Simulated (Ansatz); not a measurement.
# C2H2Cl2F2: up Jacob's ladder to CCSD(T)

An exercise on one series of results from a longer session: the logs are not shown, and one member is left open.

Method: functionals in def2-TZVPP, the program's frozen cores in correlated methods; program: Ansatz 0.2.0, Gaussian basis.

Levels to be run: LDA (SPW92), PBE-D4, revPBE-D4, BLYP-D4, r2SCAN-D4, B97M-V, PBE0-D4, B3LYP-D4, r2SCANh-D4, r2SCAN0-D4, HSE06-D4, BHLYP-D4, CAM-B3LYP-D4, LC-ωPBE, ωB97X-V, ωB97M-V, B2PLYP, PBE-QIDH; CCSD(T)/def2-SVP; CCSD(T)/def2-TZVPP; MP2/def2-QZVPP; extrapolation to the limit; RPA on PBE.

### The geometry

The geometry comes from an earlier relaxation with PBE0-D4 in a triple-zeta def2 set; it is a stationary point, not always the lowest conformer.

SMILES `FC(F)C(Cl)Cl`, 8 atoms, charge 0, spin multiplicity 1.

Atoms are counted from 1 here; the program's logs count them from 0.

Bond lengths: F1–C2 1.348 Å, C2–F3 1.348 Å, C2–C4 1.524 Å, C2–H7 1.094 Å, C4–Cl5 1.761 Å, C4–Cl6 1.761 Å, C4–H8 1.089 Å. Angles: F1–C2–F3 107.5°, F1–C2–C4 109.1°, F1–C2–H7 109.5°, F3–C2–C4 109.1°, F3–C2–H7 109.5°, C4–C2–H7 112.2°, C2–C4–Cl5 109.4°, C2–C4–Cl6 109.4°, C2–C4–H8 109.7°, Cl5–C4–Cl6 111.6°, Cl5–C4–H8 108.3°, Cl6–C4–H8 108.3°.

Set-up of the first run:

File in.yaml:

```yaml
crystal:
  periodic: [false, false, false]
  atoms:
    - {symbol: F, position_ang: [0.408233, -1.137637, 1.314555]}
    - {symbol: C, position_ang: [0.672884, -0.311415, 0.282298]}
    - {symbol: F, position_ang: [1.286894, -1.039984, -0.671847]}
    - {symbol: C, position_ang: [-0.639680, 0.230668, -0.271590]}
    - {symbol: Cl, position_ang: [-0.309882, 1.248264, -1.670125]}
    - {symbol: Cl, position_ang: [-1.486870, 1.117763, 0.991552]}
    - {symbol: H, position_ang: [1.340913, 0.487393, 0.617063]}
    - {symbol: H, position_ang: [-1.272502, -0.595061, -0.591906]}
basis:
  gaussian: {orbitals: def2-TZVPP}
hamiltonian: {xc: lda}
output: {orbitals: {seedname: orbitals}}
```

The run is started by

```
> ansatz run in.yaml --threads 4 --pin off --events-out ev --progress --plain --max-ram 10444MiB
```

Among the steps run: LDA; PBE-D4 (GGA); revPBE-D4 (GGA); BLYP-D4 (GGA); r2SCAN-D4 (meta-GGA); B97M-V (meta-GGA); PBE0-D4 (hybrid); B3LYP-D4 (hybrid); r2SCANh-D4 (hybrid); r2SCAN0-D4 (hybrid); HSE06-D4 (hybrid); BHLYP-D4 (hybrid); CAM-B3LYP-D4 (range-separated); LC-ωPBE (range-separated); ωB97X-V (range-separated); ωB97M-V (range-separated); B2PLYP (double hybrid); PBE-QIDH (double hybrid).

One table of the session follows, with a row left open; its other results are not shown here.

It belongs to the step «Orbital energies across the functionals». 

```
  functional  HOMO (eV)  gap (eV)
 LDA (SPW92)          ?         ?
      PBE-D4      -7.63      6.24
   revPBE-D4      -7.57      6.27
     BLYP-D4      -7.51      6.22
   r2SCAN-D4      -7.99      6.79
      B97M-V      -8.11      7.01
     PBE0-D4      -9.11      8.84
    B3LYP-D4      -8.84      8.28
  r2SCANh-D4      -8.53      7.75
  r2SCAN0-D4      -9.34      9.18
    HSE06-D4      -8.70      8.04
    BHLYP-D4     -10.43     11.35
CAM-B3LYP-D4     -10.52     11.44
     LC-ωPBE     -11.96     14.20
     ωB97X-V     -11.57     13.66
     ωB97M-V     -11.39     13.35
```

Estimate the missing values for LDA (SPW92).

**Answer.** HOMO (eV): -7.79; gap (eV): 6.16. In the column «HOMO (eV)» it lies between r2SCAN-D4 (-7.99) and PBE-D4 (-7.63).
